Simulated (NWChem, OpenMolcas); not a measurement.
# How basis sets differ on SiH4 (SMILES [H][Si]([H])([H])[H])

The species is SiH4 (5 atoms), meant as a singlet with charge 0. As SMILES, `[H][Si]([H])([H])[H]`. The shape is that of a GFN2-xTB optimisation.

Each level gives the HOMO–LUMO gap (eV). The values are calculated.

| level | kind | program | value (eV) | CPU time |
| --- | --- | --- | --- | --- |
| HF/STO-3G | Hartree–Fock | OpenMolcas | 26.27 | 1.7 s |
| HF/3-21G | Hartree–Fock | NWChem | 18.34 | 0.64 s |
| HF/def2-SVP | Hartree–Fock | OpenMolcas | 18.22 | 2 s |
| HF/def2-TZVPP (Cholesky decomposition) | Hartree–Fock | OpenMolcas | 17.23 | 6.1 s |

The values span 17.23 to 26.27 eV. A Hartree–Fock LUMO above zero doesn't converge with the basis: it sinks as sets grow more diffuse. Orbital gaps aren't excitation energies. Times are those of the runs behind each value, whatever else they computed, on shared processors of several kinds: orders of magnitude only.
